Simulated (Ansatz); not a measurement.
in.yaml

```yaml
crystal:
  periodic: [false, false, false]
  atoms:
    - {symbol: P, position_ang: [0.000410, 0.075491, 1.482258]}
    - {symbol: P, position_ang: [-0.001097, -0.100946, -1.530751]}
    - {symbol: H, position_ang: [0.001413, 0.336220, 2.890757]}
    - {symbol: H, position_ang: [-0.002702, -1.330867, 1.673933]}
    - {symbol: H, position_ang: [1.033146, 0.875712, -1.536829]}
    - {symbol: H, position_ang: [-1.010723, 0.901145, -1.537658]}
basis:
  gaussian: {orbitals: cc-pVDZ}
total_charge: 1
magnetization: {spin_polarized: true, initial_magnetization: 1}
hamiltonian: {xc: {name: BHLYP}}
```

```sh
$ ansatz run in.yaml --threads 1 --pin off --events-out ev --progress --plain --max-ram 2393MiB
```

The program prints:

```
561 factors; integrals over basis functions are off by at most 1.4e-3 eV
mean field evaluation 1: about -18631.0098 eV, gradient 7.4e0 eV
mean field evaluation 2: about -18631.3747 eV, gradient 3.4e0 eV
mean field evaluation 4: about -18631.4682 eV, gradient 3.6e-1 eV
mean field evaluation 8: about -18631.4904 eV, gradient 8.1e-2 eV
mean field evaluation 16: about -18631.4916 eV, gradient 3.3e-3 eV
mean field -18631.49164777 eV, -684.6946891768 hartree, gradient 1.8e-5 eV, S^2 0.786529; 2 other end points of the search recorded, 0 dependent functions left out
reference -18631.49180058 eV, -684.6946947927 hartree; 17, 16 occupied and 39, 40 virtual orbitals, 561 factors
Total energy: -18631.49180058 eV, -684.6946947927 hartree
```

Ran on 1 thread of Intel Xeon, shared host: 4.6 s wall, 0.2 GiB peak host memory.
